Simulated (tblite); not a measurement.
Compound: cyanoethynyl anion, C3N (charge -1).
SMILES: `[C-]#CC#N`

All values are computed: GFN2-xTB (tblite) harmonic vibrations without scaling, gas phase. Against measured fundamentals such values can be off by several per cent, at times by over 20.

Harmonic wavenumbers (cm⁻¹): 201.1, 201.1, 523.4, 523.4, 934.1, 1995.6, 2251.3.

B = 4917 MHz (linear); mass 50.003 u (most abundant isotopes); point group C∞v, symmetry number 1.

Q: Zero-point energy?

A: Half the sum of the wavenumbers: 3315 cm⁻¹ = 39.66 kJ/mol.

Q: What is S at 500 K and 1 bar for an ideal gas of classical rigid rotors and harmonic oscillators?

A: Translation 168.39, rotation 71.99, vibration 39.75: S = 280.1 J/(mol K).

Q: And Cp and H(500 K) − H(0)?

A: Cp = 65.21 J/(mol K), of which vibrations give 36.11 (their classical limit is 7 R = 58.2); H(500 K) − H(0) = 25.19 kJ/mol without the zero-point energy, 10.64 from vibrations.

Q: Which modes carry the vibrational entropy at 500 K?

A: 201.1 cm⁻¹: 12.98; 201.1 cm⁻¹: 12.98; 523.4 cm⁻¹: 5.65; 523.4 cm⁻¹: 5.65; 934.1 cm⁻¹: 2.22; 1995.6 cm⁻¹: 0.18 J/(mol K); the other 1 give 0.10 together.

Q: How do the functions run with temperature in this model?

A: 
```
T (K)  S (J/(mol K))  Cp (J/(mol K))  H − H(0) (kJ/mol)  G − H(0) (kJ/mol)  ln q(vib)
  100          197.4            38.3               3.20             -16.54       0.12
  200          227.5            49.3               7.61             -37.90       0.58
  300          249.0            56.6              12.93             -61.77       1.14
  800          312.7            73.2              46.05            -204.09       3.63
 1000          329.4            76.7              61.06            -268.34       4.44
```

q(vib) and H(0) count from the zero-point level.

Q: What must be added to the electronic energy to get the Gibbs energy at 500 K and 1 bar?

A: ZPE + [H(500 K) − H(0)] − T·S = 39.66 + 25.19 − 140.07 = -75.22 kJ/mol.

Hindered rotation and anharmonicity are outside this model.

Run on one thread of an Arm Neoverse V1, no GPU, shared host. This covers the Hessian and the dipole derivatives.
